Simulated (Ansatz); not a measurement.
For Bi₂S₃ (Pnma, No. 62), LDA (PAW; Ansatz, a program for electronic structure) gives:

| Item | Result |
|---|---|
| cohesive energy | 4.12 eV/atom |
| band gap | 1.09 eV |

Q: What does r²SCAN (Ansatz, plane waves, PAW) give for the same quantities?

A: 
- cohesive energy: 3.11 eV/atom (decreases by 1.01 eV/atom)
- band gap: 1.70 eV (increases by 0.61 eV)

For comparison: band gap 1.3 eV (measured, temperature not stated, not corrected to a static lattice; as tabulated in Wikipedia's data pages).

Changes are worked out from the printed values.

Unless a cell is named, each level is at its own relaxed cell (LDA 23.50, r²SCAN 26.05 Å³/atom).

Levels without +SOC leave out spin–orbit coupling, which shifts energies and cells of such heavy elements.

Spin–orbit coupling is included only where a level's name says +SOC; with heavier elements it mostly lowers gaps and can invert bands. Density-functional gaps are differences of (generalised) Kohn–Sham levels.

Caveats: the relaxation could not lower the start's symmetry, so the cell can be a saddle point above a distorted one (LDA, r²SCAN). Ansatz's density-functional and Hartree–Fock values are scalar-relativistic unless marked +SOC, with PAW data made under PBE.
